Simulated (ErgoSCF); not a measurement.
**AlH3Cl− (SMILES [H][Al-]([H])([H])[Cl]) at 6 levels**

Aim: a comparison of 6 runs (HF/6-31G, HF/def2-SVP, B3LYP/6-31G*, PBE/cc-pVDZ, PBE0/def2-SVP, PBE0/def2-TZVP) of AlH3Cl−. 

Program for the calculation: ErgoSCF 3.8.

## 1. The molecule

The species is AlH3Cl− (5 atoms), meant as a singlet with charge -1. SMILES: `[H][Al-]([H])([H])[Cl]`. The shape comes from GFN2-xTB, which is rough for such elements, and wasn't checked as a minimum.

Bond lengths: Al1–Cl2 2.096 Å, Al1–H3 1.609 Å, Al1–H4 1.608 Å, Al1–H5 1.609 Å. Angles: Cl2–Al1–H3 107.0°, Cl2–Al1–H4 107.2°, Cl2–Al1–H5 107.4°, H3–Al1–H4 111.6°, H3–Al1–H5 111.7°, H4–Al1–H5 111.8°.

## 2. The energy at HF/6-31G (run 1)

Contents of geom.xyz:

```xyz
5

Al    -0.002450     0.000420    -0.134210
Cl     0.013850    -0.018360     1.961810
H      1.532100     0.011680    -0.616990
H     -0.775390     1.334390    -0.590440
H     -0.768110    -1.328130    -0.620160
```

Contents of job.ego:

```
set_nthreads(1)
molecule "geom.xyz"
scf.max_number_of_iterations = 120
tmpdir = "."
scf.output_mulliken_pop = 1
charge = -1
scf.use_diagonalization = 1
spin_polarization = 0
basis = "6-31G"
run "HF"
```

The basis set 6-31G is read from a file made from the Basis Set Exchange's data (not shown).

Run with:

```
$ ergo < job.ego
```

What it wrote:

```text
[...]
INSC SCF_general constructor, number of basis functions: 32
[...]
INSC Energy   1 =       -487.92950559842
[...]
INDE E_LUMO =          0.28409278416
[...]
INSC Energy  16 =       -703.16844980265  ( diff     -0.000000000003411 )
[...]
RESC CONVERGED after  16 iterations.
RESC FINAL ENERGY:       -703.16844980265
[...]
INSC SCF: dipole_moment_x [atomic units] =      -0.01252929
INSC SCF: dipole_moment_y [atomic units] =       0.00751039
INSC SCF: dipole_moment_z [atomic units] =      -1.06968817
[...]
```

Run time: 5.4 s. Hardware: 1 thread of Arm Neoverse N1, shared host; peak memory 0.26 GiB.

## 3. A single-point energy at HF/def2-SVP (run 2)

Contents of input.xyz:

```xyz
5
AlClH3
Al    -0.002450     0.000420    -0.134210
Cl     0.013850    -0.018360     1.961810
H      1.532100     0.011680    -0.616990
H     -0.775390     1.334390    -0.590440
H     -0.768110    -1.328130    -0.620160
```

Contents of input.ego:

```
set_nthreads(1)
basis = "def2-SVP"
tmpdir = "."
scf.use_diagonalization = 1
scf.max_number_of_iterations = 120
charge = -1
scf.output_mulliken_pop = 1
molecule "input.xyz"
run "HF"
```

The basis set def2-SVP is read from a file made from the Basis Set Exchange's data (not shown).

Run with:

```
$ ergo < input.ego
```

What it wrote:

```text
[...]
INSC SCF_general constructor, number of basis functions: 51
[...]
INSC Energy   1 =       -351.08479157278
[...]
INDE E_LUMO =          0.32813106490
[...]
INSC Energy  14 =       -703.02932841669  ( diff     -0.000000000004889 )
[...]
RESC CONVERGED after  14 iterations.
RESC FINAL ENERGY:       -703.02932841669
[...]
INSC SCF: dipole_moment_x [atomic units] =      -0.00843213
INSC SCF: dipole_moment_y [atomic units] =       0.00308750
INSC SCF: dipole_moment_z [atomic units] =      -0.56118318
[...]
```

Wall time 8.7 s (1 thread of Arm Neoverse N1, shared host); peak memory 0.26 GiB.

Runs 3 to 5 aren't shown in full; the table further down has their settings and results.

## 4. The energy at PBE0/def2-TZVP (run 6)

Contents of molecule.xyz:

```xyz
5
AlClH3
Al    -0.002450     0.000420    -0.134210
Cl     0.013850    -0.018360     1.961810
H      1.532100     0.011680    -0.616990
H     -0.775390     1.334390    -0.590440
H     -0.768110    -1.328130    -0.620160
```

Contents of input.ego:

```
set_nthreads(1)
basis = "def2-TZVP"
scf.output_mulliken_pop = 1
charge = -1
scf.max_number_of_iterations = 120
XC.sparse_mode = 0
XC.angint = 41
scf.use_diagonalization = 1
tmpdir = "."
XC.radint = 1e-11
molecule "molecule.xyz"
run "PBE0"
```

The basis set def2-TZVP is read from a file made from the Basis Set Exchange's data (not shown).

Run with:

```
$ ergo input.ego
```

What it wrote:

```text
[...]
INDF Weighted mixed functional:
[...]
INSC Energy   1 =       -294.96049148087
[...]
INDE E_LUMO =          0.20325395393
[...]
INSC Energy  17 =       -704.28594887019  ( diff     -0.000000000002842 )
[...]
RESC CONVERGED after  17 iterations.
RESC FINAL ENERGY:       -704.28594887019
[...]
INSC SCF: dipole_moment_x [atomic units] =      -0.00735038
INSC SCF: dipole_moment_y [atomic units] =       0.00409875
INSC SCF: dipole_moment_z [atomic units] =      -0.58613611
[...]
```

Run time: 1.9 min. Hardware: 1 thread of Arm Neoverse N1, shared host; peak memory 0.26 GiB.

## 5. The series

```csv
run,level,integration grid,radint,energy (Eh),wall time
1,HF/6-31G,–,–,-703.168450,5.4 s
2,HF/def2-SVP,–,–,-703.029328,8.7 s
3,B3LYP/6-31G* (spherical functions),Turbo,1e-11,-704.535390,15 s
4,PBE/cc-pVDZ,Turbo,1e-11,-704.184320,26 s
5,PBE0/def2-SVP,Turbo,1e-11,-704.035998,12 s
6,PBE0/def2-TZVP,Turbo,1e-11,-704.285949,1.9 min
```

## 6. Outcome

```
           quantity          value
run 6: total energy  -704.28595 Eh
```

**Reading.** Totals of different functionals can't be ranked against each other. All runs together took 3 min, the longest 1.9 min.
